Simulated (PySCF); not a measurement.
A structure optimised at PBE-D3(BJ)/def2-TZVP, used in a PySCF frequency run:

```
C
C 1 1.3082
H 2 1.0871 1 138.84
H 1 1.0956 2 122.36 3 180.00
H 1 1.1015 4 115.65 2 180.00
```
Charge 0, spin multiplicity 2.

Task: Write its SMILES, formula and point group.

Result: [CH]=C, C₂H₃, Cs

Task: What are its rotational constants (standard atomic weights)?

Result: 234.83, 32.380, 28.456 GHz
